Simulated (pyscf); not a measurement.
Thermochemistry of product channels of SeH• (SMILES [SeH]) + SiH₄ (SMILES [SiH4]) on the doublet surface, in kcal/mol, from ωB97M-D3(BJ)/def2-TZVP energies (ideal gas, 1 atm, RRHO with modes under 100 cm⁻¹ raised to 100, one conformer, R ln 2 for rigid chiral ones). Single points on ωB97X-D3(BJ)/def2-SVP structures (PySCF, gas phase).

```csv
products,ΔE,ΔH(298 K),ΔG(298 K),ΔG(900 K)
•H₂Si–SeH (SMILES [SiH2][SeH]) + H₂ (SMILES [H][H]),+2.5,+1.1,+0.2,-3.1
H₃Si–Se• (SMILES [SiH3][Se]) + H₂ (SMILES [H][H]),-9.2,-10.2,-10.3,-11.7
```

These are energies of the channels, which say nothing of barriers. Left out: orbital degeneracy and the spin-orbit lowering of SeH, which is large for Br, Se, Te and I. Elements up to Kr have no core potential and no relativistic terms here.
